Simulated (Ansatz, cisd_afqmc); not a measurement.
Species: HF, charge 0, singlet. HF (fluorane, SMILES F).
B3LYP-D3(BJ)/def2-TZVP minimum from Ansatz (a program for electronic structure):
```
F
H 1 0.9245
```
Charge 0, spin multiplicity 1.

Total energies in cc-pVDZ, 8 correlated electrons, 1 frozen orbitals. UHF or UKS for unpaired electrons; spin-orbit terms are left out. Correlated methods leave the cores frozen. No relativity. AFQMC/CISD: phaseless, guided by CISD from CCSD amplitudes; bars are statistical, one sigma. Outlying blocks are dropped, and bars are widened where a walk drifts. Over all cases where full CI ran beside it in this data, AFQMC minus full CI had a median of +0.1 mEh and passed +0.4 mEh in a tenth of the cases.

```
method         program         energy (Eh)  error against FCI (mEh)
----------  ----------  ------------------  -----------------------
HF              Ansatz          -100.01907                   209.57
MP2             Ansatz          -100.22102                     7.61
CCSD            Ansatz          -100.22620                     2.44
CCSD(T)         Ansatz          -100.22813                     0.50
CCSDT(Q)        Ansatz          -100.22864                    -0.01
CCSDTQ          Ansatz          -100.22862                     0.01
AFQMC/CISD  cisd_afqmc  -100.2285 ± 0.0002                0.1 ± 0.2
FCI             Ansatz          -100.22863                     0.00
```
